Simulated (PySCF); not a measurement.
ClNa, SMILES [Na][Cl] (connectivity only; charge and spin as stated), charge -1, multiplicity 2. Atoms are numbered in the order given.

```xyz
2

Na     0.0000     0.0000    -1.5206
Cl     0.0000     0.0000     0.9839
```
Charge -1, spin multiplicity 2.

Geometry: PBE0-D3(BJ)/def2-TZVPD. The multiplicity is an assumed one; other spin states were not compared.

Computed with CAM-B3LYP/def2-TZVPD (PySCF).

Mulliken values depend strongly on the basis, most of all with diffuse functions as here. ESP charges are fitted to the potential on shells at 1.4 to 2.0 van der Waals radii. Atomic charges (e):

| atom | ESP fit | meta-Löwdin | Mulliken | Mulliken spin |
|---|---|---|---|---|
| Na1 | -0.51 | -0.05 | -0.20 | 1.05 |
| Cl2 | -0.49 | -0.95 | -0.80 | -0.05 |
